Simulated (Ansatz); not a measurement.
A rate constant, worked out

An elementary step of SiH₄O, singlet (SiH₂ + H₂O → SiH₄O ([OH][SiH3]); H–O broken or loosened, Si–H, Si–O formed or tightened). The start structure is the complex of the reactants, bound by 0.70 eV, and the electronic barrier above it is 1.006 eV by CCSD(T) at an estimated basis limit (MP2 extrapolated from triple and quadruple zeta, plus CCSD(T) − MP2 in triple zeta). Program: Ansatz 0.2.0. Basis: def2-TZVPP and def2-QZVPP. Cores are frozen in the correlated methods. Extrapolation: Hartree–Fock as exp(−7.88 √X), correlation as X^−2.97. Harmonic wavenumbers at PBE0-D4/def2-TZVP (Ansatz 0.2.0), in cm⁻¹:

Start: 161, 331, 450, 542, 728, 830, 995, 1614, 1993, 2043, 3810, 3913.

Saddle: 1523i, 360, 530, 591, 747, 839, 983, 1097, 1930, 2150, 2172, 3809.

Work out the transition-state-theory rate constant at 600 K from these numbers alone (harmonic vibrations; rotation, path degeneracy and anharmonicity left out), and the Wigner tunnelling factor. Use 1 cm⁻¹ = 1.2398 × 10⁻⁴ eV and k_B = 8.617 × 10⁻⁵ eV/K.

Zero-point energies, half the sums: start 17410/2 cm⁻¹ = 1.0793 eV; saddle, real modes only, 15208/2 cm⁻¹ = 0.9428 eV.
Barrier with zero-point energy: 1.006 + 0.9428 − 1.0793 = 0.8695 eV.
k_BT = 0.05170 eV, so the barrier is 16.82 k_BT.
Vibrational partition functions from the zero-point level, ln q = −Σ ln(1 − exp(−hν/k_BT)): start 2.946, saddle 1.676.
k = (k_BT/h) exp(ln q‡ − ln q) exp(−E0/k_BT), with log₁₀(k_BT/h in s⁻¹) = 13.10: log₁₀ k = 13.10 + (-1.270 − 16.82)/2.3026 = 5.24, so k ≈ 2 × 10^(5) s⁻¹.
Wigner factor: 1 + (hν‡/k_BT)²/24 = 1 + (3.65)²/24 = 1.56. A change of 1 kcal/mol (0.043 eV) in the barrier would change k by a factor of 2.3 at this temperature.

No T1 diagnostic of these runs exceeds 0.016. The restricted Hartree–Fock reference is unstable towards an unrestricted one at one or more of these structures.

Losses and insertions of silylenes and their heavier kin drive the gas-phase chemistry of silicon and germanium vapour deposition.

Labels in which every atom is bracketed show which atoms are joined, not bond orders.

For scale, one of the runs: CCSD(T)/def2-TZVPP, 129 basis functions, launched by `ansatz run in.yaml --threads 2 --pin off --events-out ev --progress --plain --max-ram 4352MiB`. Hardware: 2 CPU threads of an Arm Neoverse V1, shared host. Wall time about 6.5 s.
